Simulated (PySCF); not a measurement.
C$_{5}$H$_{6}$: calculation and literature

Molfile (atoms numbered from 1):
```
C5H6
     RDKit          3D

 11 10  0  0  0  0  0  0  0  0999 V2000
    1.8605    1.5829    0.7853 C   0  0  0  0  0  0  0  0  0  0  0  0
    0.8854    0.7354    0.6613 C   0  0  0  0  0  0  0  0  0  0  0  0
   -0.0964   -0.1205    0.5317 C   0  0  0  0  0  0  0  0  0  0  0  0
   -0.6520   -0.5318   -0.7460 C   0  0  0  0  0  0  0  0  0  0  0  0
   -1.6482   -1.4062   -0.8742 C   0  0  0  0  0  0  0  0  0  0  0  0
    2.8954    1.2545    0.7989 H   0  0  0  0  0  0  0  0  0  0  0  0
    1.6724    2.6482    0.8808 H   0  0  0  0  0  0  0  0  0  0  0  0
   -0.5303   -0.5529    1.4317 H   0  0  0  0  0  0  0  0  0  0  0  0
   -0.2092   -0.0817   -1.6296 H   0  0  0  0  0  0  0  0  0  0  0  0
   -2.1097   -1.8696   -0.0084 H   0  0  0  0  0  0  0  0  0  0  0  0
   -2.0309   -1.6848   -1.8478 H   0  0  0  0  0  0  0  0  0  0  0  0
  1  2  2  0
  2  3  2  0
  3  4  1  0
  4  5  2  0
  1  6  1  0
  1  7  1  0
  3  8  1  0
  4  9  1  0
  5 10  1  0
  5 11  1  0
M  END
```

The experiment to reproduce: δ ¹H H9 6.31; H10 5.19; H11 4.99 ppm (measured; solution, not stated per compound (mostly CDCl3 or CCl4); Pretsch, Buehlmann, Badertscher, Structure Determination of Organic Compounds, 4th ed. (2009)). Coupling constants: ³J(H9,H11) (cis) 10.1 Hz, ³J(H9,H10) (trans) 17.2 Hz, ²J(H10,H11) 1.6 Hz, ⁴J(H8,H6) -6.6 Hz.

All values are calculated (PySCF): PBE0-D3(BJ)/def2-TZVP structure, GIAO wB97X-D/pcSseg-2 shieldings, couplings computed with B3LYP/pcJ-2 (without the spin–dipole term). Relativity neglected, no solvent, equivalent nuclei averaged, one conformer.

(1) What does the calculation give, and how does it compare?

(2) How far are the unscaled ¹H shifts from the references?

## Answers

(1) 
Reference values: measured (solution, not stated per compound (mostly CDCl3 or CCl4); Pretsch, Buehlmann, Badertscher, Structure Determination of Organic Compounds, 4th ed. (2009)).
| atoms | quantity | reference | computed | computed, scaled |
| --- | --- | --- | --- | --- |
| H9 | δ ¹H | 6.31 | 6.63 | 6.32 |
| H10 | δ ¹H | 5.19 | 5.48 | 5.26 |
| H11 | δ ¹H | 4.99 | 5.27 | 5.06 |

Computed shifts are σ(ref) − σ with the named reference compound (TMS for H and C) calculated as an isolated molecule at the same level. The measured values may be among those fitted. Empirical linear scaling, fitted to shifts measured mostly in CDCl3 for H and C (δ vs TMS): ¹H (scatter 0.16 ppm rms, 0.18 ppm with the 5 outliers that the fit left out). Occasional misses reach two or three times the rms, and more in compound classes unlike the fitted ones.

Coupling constants in Hz:
| coupling | reference | computed | source |
| --- | --- | --- | --- |
| ³J(H9,H11) cis | 10.1 | 12.0 | measured; solution (compiled); Pretsch, Buehlmann, Badertscher, Structure Determination of Organic Compounds, 4th ed., Springer 2009 |
| ³J(H9,H10) trans | 17.2 | 18.4 | measured; solution (compiled); Pretsch, Buehlmann, Badertscher, Structure Determination of Organic Compounds, 4th ed., Springer 2009 |
| ²J(H10,H11) | 1.6 | 2.0 | measured; solution (compiled); Pretsch, Buehlmann, Badertscher, Structure Determination of Organic Compounds, 4th ed., Springer 2009 |
| ⁴J(H8,H6) | -6.6 | -8.3 | measured; solution (compiled); Pretsch, Buehlmann, Badertscher, Structure Determination of Organic Compounds, 4th ed., Springer 2009 |

(2) Mean signed difference +0.30 ppm, mean absolute 0.30 ppm over 3 comparisons; the largest is +0.32 ppm at H9 (hydrogen on an alkene CH).
